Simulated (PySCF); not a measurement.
# N₂: excited-state relaxation, vibronic structure

Wanted: excited-state relaxation, vibronic structure for N₂ (`N#N`).

Programs: PySCF 2.14.0, with routines of our own; each step states its level. All values are computed. Atoms count from 0.

### 1 The starting structure

2 atoms, charge 0, multiplicity 1; geometry from: GFN2-xTB.

### 2 Relaxing the molecule at PBE0/6-31+G*

Job settings and geometry (Å):

```
{"job": {"xc": "PBE0", "basis": "6-31+G*", "grid": 1, "kind": "geom"}, "charge": 0, "multiplicity": 1}
N      0.550487    -0.002118    -0.003770
N     -0.547730     0.003387    -0.010379
```

On the command line:

```bash
$ OMP_NUM_THREADS=1 python excited_run.py task.json out
```

One launch serves the whole session: the jobs run in the order shown.

The log of the run:

```text
step   0  E = -109.40295864  max force = 0.012382
step   1  E = -109.40300406  max force = 0.000768
step   2  E = -109.40300424  max force = 0.000050
optimisation converged
```

Run time: 0.63 s. Hardware: 1 thread of Arm Neoverse V2, shared host; peak memory 0.23 GiB.

The steps of the relaxation:

| step | energy from step 0 (eV) | largest force component (eV/Å) |
| --- | --- | --- |
| 0 | 0.0000 | 0.6367 |
| 1 | -0.0012 | 0.0395 |
| 2 | -0.0012 | 0.0026 |

The bond:

| bond | before (Å) | after (Å) | change (Å) |
| --- | --- | --- | --- |
| N0–N1 | 1.098 | 1.102 | +0.004 |

The final coordinates are the input of the step that follows.

| at the end point | value |
| --- | --- |
| point group (found at 0.08 Å tolerance) | Dinfh |
| rotational constants (GHz, main isotopes) | 59.418, 59.418 |
| dipole moment (D) | 0.00 |

### 3 Excited-state relaxation: TDDFT PBE0/6-31+G*

Job settings and geometry (Å):

```
{"job": {"kind": "xopt", "state": "S1", "method": "TDDFT", "freq": true, "xc": "PBE0", "basis": "6-31+G*", "grid": 1}, "charge": 0, "multiplicity": 1}
N      0.552917    -0.002616    -0.003447
N     -0.549226     0.003455    -0.010733
```

With the program's defaults for keys left out, this is: TDDFT PBE0/6-31+G* excited-state geometry optimisation, gas phase.

The log of the run:

```text
final grid: 10240 points
cycle   1  E = -109.4000760801  dE =  1.330e-01  |g| = 1.080e-01  |ddm| = 1.725e+00
cycle   2  E = -109.4020477311  dE = -1.972e-03  |g| = 6.192e-02  |ddm| = 1.410e-01
cycle   3  E = -109.4030020809  dE = -9.543e-04  |g| = 2.721e-03  |ddm| = 6.876e-02
cycle   4  E = -109.4030041754  dE = -2.094e-06  |g| = 5.461e-04  |ddm| = 4.066e-03
cycle   5  E = -109.4030042407  dE = -6.532e-08  |g| = 1.457e-05  |ddm| = 1.710e-03
cycle   6  E = -109.4030042408  dE = -1.031e-10  |g| = 6.231e-07  |ddm| = 1.564e-04
converged SCF energy = -109.4030042408

vertical S1 at the ground-state geometry: 9.2469 eV
step    E(state)/Eh    max force   excitation/eV  root
  0    -109.05654332   0.318622     9.4162      1
  1    -109.10747015   0.140694     7.5035      1
  2    -109.11505344   0.063277     6.8161      1
  3    -109.11736980   0.013363     6.2908      1
  4    -109.11749548   0.001739     6.1555      1
  5    -109.11749825   0.000059     6.1355      1
optimisation converged
vertical emission 6.1355 eV, adiabatic 7.7690 eV, Stokes shift 3.1114 eV, reorganisation 1.4779 (excited) and 1.6335 eV (ground)
in toluene: absorption 9.2075 eV (f = 0.0000, root 1), emission 6.1277 eV (f = 0.0000, root 1)
in water: absorption 9.2376 eV (f = 0.0000, root 1), emission 6.1182 eV (f = 0.0000, root 1)
zero-point change -0.0555 eV, 0-0 energy 7.7135 eV
frequencies of the excited state (cm-1): 1601
```

It took 8.8 s on 1 thread of Arm Neoverse V2, shared host; peak memory 0.25 GiB.

Key values:

| quantity | value |
| --- | --- |
| vertical absorption, S1 | 9.25 eV |
| adiabatic energy, S1 | 7.77 eV |
| vertical emission, S1 | 6.14 eV |
| Stokes shift, S1 | 3.11 eV |
| geometry moved (RMSD), S1 | 0.087 Å |

Bonds of the start that changed most:

| bond | start (Å) | end (Å) |
| --- | --- | --- |
| N0–N1 | 1.102 | 1.276 |

Orbitals, density, ELF and potential are computed afterwards from the orbital file.

Frontier orbitals at PBE0/6-31+G*, with the share of their density that lies nearest to each atom:

| orbital | energy (eV) | lies on |
| --- | --- | --- |
| HOMO | -12.20 | N0, N1 about 50 % each |
| LUMO | -0.71 | N0, N1 about 50 % each |

ELF in a plane through or near 2 of the atoms.

Values, 10 rows by 14 columns:
```
0.00 0.00 0.00 0.00 0.00 0.00 0.00 0.00 0.00 0.00 0.00 0.00 0.00 0.00
0.00 0.00 0.00 0.00 0.01 0.02 0.03 0.03 0.02 0.02 0.00 0.00 0.00 0.00
0.00 0.00 0.01 0.07 0.21 0.26 0.22 0.21 0.25 0.26 0.12 0.01 0.00 0.00
0.00 0.00 0.15 0.52 0.74 0.74 0.56 0.52 0.67 0.75 0.62 0.26 0.02 0.00
0.00 0.01 0.41 0.83 0.95 0.70 0.69 0.80 0.45 0.88 0.90 0.59 0.11 0.00
0.00 0.01 0.47 0.88 0.96 0.31 0.51 0.80 0.68 0.68 0.93 0.65 0.14 0.00
0.00 0.00 0.29 0.72 0.88 0.85 0.70 0.69 0.76 0.88 0.81 0.45 0.06 0.00
0.00 0.00 0.04 0.27 0.49 0.53 0.40 0.37 0.48 0.54 0.36 0.09 0.00 0.00
0.00 0.00 0.00 0.02 0.09 0.15 0.14 0.13 0.15 0.14 0.05 0.00 0.00 0.00
0.00 0.00 0.00 0.00 0.00 0.00 0.00 0.00 0.00 0.00 0.00 0.00 0.00 0.00
```
The map spans 6.5 Å across and 5.2 Å up, centred on the molecule. Atoms in the plane (x, y in Å): N0 (0.6, 0.0), N1 (-0.6, 0.0).

log10 of the density (e/Å³) in the same plane.

Values, 10 rows by 14 columns:
```
-4.0 -4.0 -4.0 -4.0 -3.9 -3.7 -3.6 -3.6 -3.7 -3.8 -4.0 -4.0 -4.0 -4.0
-4.0 -4.0 -3.6 -3.1 -2.7 -2.5 -2.4 -2.4 -2.5 -2.6 -3.0 -3.5 -4.0 -4.0
-4.0 -3.9 -2.9 -2.3 -1.9 -1.7 -1.6 -1.6 -1.6 -1.8 -2.2 -2.7 -3.4 -4.0
-4.0 -3.2 -2.2 -1.5 -1.0 -0.6 -0.6 -0.6 -0.6 -0.7 -1.3 -1.9 -2.7 -3.6
-3.8 -2.9 -1.7 -0.9 -0.1  0.4  0.4  0.3  0.5  0.3 -0.7 -1.5 -2.3 -3.2
-3.8 -2.8 -1.7 -0.8  0.1  0.9  0.7  0.5  2.1  0.5 -0.5 -1.4 -2.2 -3.1
-3.9 -3.0 -1.9 -1.2 -0.5 -0.1 -0.1 -0.1  0.0 -0.1 -1.0 -1.7 -2.4 -3.3
-4.0 -3.6 -2.5 -1.9 -1.5 -1.2 -1.1 -1.1 -1.1 -1.2 -1.7 -2.3 -3.0 -3.8
-4.0 -4.0 -3.2 -2.6 -2.2 -2.0 -1.9 -1.9 -1.9 -2.0 -2.4 -3.0 -3.6 -4.0
-4.0 -4.0 -4.0 -3.7 -3.4 -3.1 -3.0 -3.0 -3.0 -3.2 -3.6 -4.0 -4.0 -4.0
```
The map spans 6.5 Å across and 5.2 Å up, centred on the molecule. Atoms in the plane (x, y in Å): N0 (0.6, 0.0), N1 (-0.6, 0.0).

On the surface of density 0.002 e/bohr³ the electrostatic potential runs, from the 1st to the 99th percentile, from -0.21 to 0.34 V.

### 4 Excited-state relaxation: UKS PBE0/6-31+G*

Job settings and geometry (Å):

```
{"job": {"kind": "xopt", "state": "T1", "method": "UKS", "freq": true, "xc": "PBE0", "basis": "6-31+G*", "grid": 1}, "charge": 0, "multiplicity": 1}
N      0.552917    -0.002616    -0.003447
N     -0.549226     0.003455    -0.010733
```

With the program's defaults for keys left out, this is: UKS PBE0/6-31+G* excited-state geometry optimisation, gas phase.

The log of the run:

```text
final grid: 10240 points
cycle   1  E = -109.4000760801  dE =  1.330e-01  |g| = 1.080e-01  |ddm| = 1.725e+00
cycle   2  E = -109.4020477311  dE = -1.972e-03  |g| = 6.192e-02  |ddm| = 1.410e-01
cycle   3  E = -109.4030020809  dE = -9.543e-04  |g| = 2.721e-03  |ddm| = 6.876e-02
cycle   4  E = -109.4030041754  dE = -2.094e-06  |g| = 5.461e-04  |ddm| = 4.066e-03
cycle   5  E = -109.4030042407  dE = -6.532e-08  |g| = 1.457e-05  |ddm| = 1.710e-03
cycle   6  E = -109.4030042408  dE = -1.031e-10  |g| = 6.231e-07  |ddm| = 1.564e-04
converged SCF energy = -109.4030042408

vertical T1 at the ground-state geometry: 7.7555 eV
step    E(state)/Eh    max force   <S^2>
  0    -109.10820822   0.462113    2.0045
  1    -109.17156537   0.050018    2.0050
  2    -109.17260125   0.027385    2.0050
  3    -109.17308436   0.002673    2.0051
  4    -109.17308965   0.000167    2.0051
optimisation converged
vertical emission 4.6728 eV, adiabatic 6.2563 eV, Stokes shift 3.0827 eV, reorganisation 1.4992 (excited) and 1.5835 eV (ground)
zero-point change -0.0531 eV, 0-0 energy 6.2032 eV
frequencies of the excited state (cm-1): 1639
```

Wall time 3.7 s (1 thread of Arm Neoverse V2, shared host); peak memory 0.25 GiB.

From this job:

| quantity | value |
| --- | --- |
| vertical gap at the ground-state geometry, T1 | 7.76 eV |
| adiabatic energy, T1 | 6.26 eV |
| vertical gap at the relaxed geometry, T1 | 4.67 eV |
| difference of the two gaps, T1 | 3.08 eV |
| geometry moved (RMSD), T1 | 0.085 Å |

Bonds of the start that changed most:

| bond | start (Å) | end (Å) |
| --- | --- | --- |
| N0–N1 | 1.102 | 1.272 |

### 5 Excited-state relaxation: TDA PBE0/6-31+G*

Job settings and geometry (Å):

```
{"job": {"kind": "xopt", "state": "T1", "method": "TDA", "xc": "PBE0", "basis": "6-31+G*", "grid": 1}, "charge": 0, "multiplicity": 1}
N      0.552917    -0.002616    -0.003447
N     -0.549226     0.003455    -0.010733
```

Level: TDA PBE0/6-31+G* excited-state geometry optimisation, gas phase.

The log of the run:

```text
final grid: 10240 points
cycle   1  E = -109.4000760801  dE =  1.330e-01  |g| = 1.080e-01  |ddm| = 1.725e+00
cycle   2  E = -109.4020477311  dE = -1.972e-03  |g| = 6.192e-02  |ddm| = 1.410e-01
cycle   3  E = -109.4030020809  dE = -9.543e-04  |g| = 2.721e-03  |ddm| = 6.876e-02
cycle   4  E = -109.4030041754  dE = -2.094e-06  |g| = 5.461e-04  |ddm| = 4.066e-03
cycle   5  E = -109.4030042407  dE = -6.532e-08  |g| = 1.457e-05  |ddm| = 1.710e-03
cycle   6  E = -109.4030042408  dE = -1.031e-10  |g| = 6.231e-07  |ddm| = 1.564e-04
converged SCF energy = -109.4030042408

vertical T1 at the ground-state geometry: 7.4315 eV
step    E(state)/Eh    max force   excitation/eV  root
  0    -109.12019785   0.458318     7.6841      1
  1    -109.18307069   0.037637     4.8020      1
  2    -109.18366259   0.021108     4.6339      1
  3    -109.18395279   0.001625     4.4244      1
  4    -109.18395513   0.000078     4.4072      1
optimisation converged
vertical emission 4.4072 eV, adiabatic 5.9606 eV, Stokes shift 3.0243 eV, reorganisation 1.4709 (excited) and 1.5534 eV (ground)
```

Run time: 1.7 s. Hardware: 1 thread of Arm Neoverse V2, shared host; peak memory 0.27 GiB.

From this job:

| quantity | value |
| --- | --- |
| vertical gap at the ground-state geometry, T1 | 7.43 eV |
| adiabatic energy, T1 | 5.96 eV |
| vertical gap at the relaxed geometry, T1 | 4.41 eV |
| difference of the two gaps, T1 | 3.02 eV |
| geometry moved (RMSD), T1 | 0.084 Å |

Bonds of the start that changed most:

| bond | start (Å) | end (Å) |
| --- | --- | --- |
| N0–N1 | 1.102 | 1.270 |

### 6 Vibronic structure: TDDFT PBE0/6-31+G*

Job settings and geometry (Å):

```
{"job": {"kind": "vib", "tda": false, "freq": true, "xc": "PBE0", "basis": "6-31+G*", "grid": 1}, "charge": 0, "multiplicity": 1}
N      0.552917    -0.002616    -0.003447
N     -0.549226     0.003455    -0.010733
```

Method: TDDFT PBE0/6-31+G* vertical-gradient vibronic structure (displaced harmonic oscillators, Condon), gas phase.

The log of the run:

```text
final grid: 10240 points
cycle   1  E = -109.4000760801  dE =  1.330e-01  |g| = 1.080e-01  |ddm| = 1.725e+00
cycle   2  E = -109.4020477311  dE = -1.972e-03  |g| = 6.192e-02  |ddm| = 1.410e-01
cycle   3  E = -109.4030020809  dE = -9.543e-04  |g| = 2.721e-03  |ddm| = 6.876e-02
cycle   4  E = -109.4030041754  dE = -2.094e-06  |g| = 5.461e-04  |ddm| = 4.066e-03
cycle   5  E = -109.4030042407  dE = -6.532e-08  |g| = 1.457e-05  |ddm| = 1.710e-03
cycle   6  E = -109.4030042408  dE = -1.031e-10  |g| = 6.231e-07  |ddm| = 1.564e-04
converged SCF energy = -109.4030042408

Singlet excitations (eV, f): 9.247 (0.0000)  9.247 (0.0000)  9.274 (0.0000)  9.823 (0.0000)  9.823 (0.0000)  13.159 (0.0000)

State S1  9.2469 eV  f = 0.00000  H->L 0.96
  relaxed dipole 0.000 D, largest gradient of the excitation energy 0.2764 Eh/bohr
  mode    cm-1        S   lambda/meV  Raman
    1   2495.3    2.0370     630.2   1.000
  reorganisation energy 0.6302 eV, total S 2.037, 0-0 8.6167 eV
  absorption maximum 9.236 eV, width 0.650 eV

State T1  7.4315 eV  f = 0.00000  H-2->L 0.48, H-1->L+1 0.48
  relaxed dipole 0.000 D, largest gradient of the excitation energy 0.4105 Eh/bohr
  mode    cm-1        S   lambda/meV  Raman
    1   2495.3    4.4933    1390.1   1.000
  reorganisation energy 1.3901 eV, total S 4.493, 0-0 6.0414 eV
```

Wall time 0.75 s (1 thread of Arm Neoverse V2, shared host); peak memory 0.27 GiB.

### 7 Outcome

```
                                                                                        quantity                     value
                                                                                     point group                     Dinfh
                                                            rotational constants (main isotopes)          59.42, 59.42 GHz
                                            vertical absorption, S1 (step 3, TDDFT PBE0/6-31+G*)                   9.25 eV
                                               adiabatic energy, S1 (step 3, TDDFT PBE0/6-31+G*)                   7.77 eV
                                              vertical emission, S1 (step 3, TDDFT PBE0/6-31+G*)                   6.14 eV
                                                   Stokes shift, S1 (step 3, TDDFT PBE0/6-31+G*)                   3.11 eV
                                                           surface potential, 1st and 99th percentile        -0.21 V and 0.34 V
                        vertical gap at the ground-state geometry, T1 (step 4, UKS PBE0/6-31+G*)                   7.76 eV
                                                 adiabatic energy, T1 (step 4, UKS PBE0/6-31+G*)                   6.26 eV
                             vertical gap at the relaxed geometry, T1 (step 4, UKS PBE0/6-31+G*)                   4.67 eV
                                       difference of the two gaps, T1 (step 4, UKS PBE0/6-31+G*)                   3.08 eV
                        vertical gap at the ground-state geometry, T1 (step 5, TDA PBE0/6-31+G*)                   7.43 eV
                                                 adiabatic energy, T1 (step 5, TDA PBE0/6-31+G*)                   5.96 eV
                             vertical gap at the relaxed geometry, T1 (step 5, TDA PBE0/6-31+G*)                   4.41 eV
                                       difference of the two gaps, T1 (step 5, TDA PBE0/6-31+G*)                   3.02 eV
S1: vertical, reorganisation, 0-0, total S (step 6, TDDFT PBE0/6-31+G*, modes from PBE0/6-31+G*)  9.25, 0.63, 8.62 eV; 2.0
  T1: vertical, reorganisation, 0-0, total S (step 6, TDA PBE0/6-31+G*, modes from PBE0/6-31+G*)  7.43, 1.39, 6.04 eV; 4.5
```

What this shows: With PBE0/6-31+G*, its start was all but relaxed already: 2 steps gained 1.2 meV. In step 3 the driver flags a change of the state's leading configuration on relaxing; where it is real, start and end values belong to different states. In step 3 (excited-state relaxation), among the bonds N0–N1 changes most, from 1.102 to 1.276 Å. In step 4 (excited-state relaxation), among the bonds N0–N1 changes most, from 1.102 to 1.272 Å. In step 5 (excited-state relaxation), among the bonds N0–N1 changes most, from 1.102 to 1.270 Å. Some states lie very close; unless symmetry makes them partners, their order is unsure. In step 6 the harmonic model is doubtful. The vibronic model keeps the ground-state modes and shifts them along the gradient alone, so it can miss much of the relaxation that a full optimisation finds. ΔSCF (UKS) and response values aren't on one footing and may follow different states, so their differences aren't method errors alone, and singlets and triplets from the two don't rank.
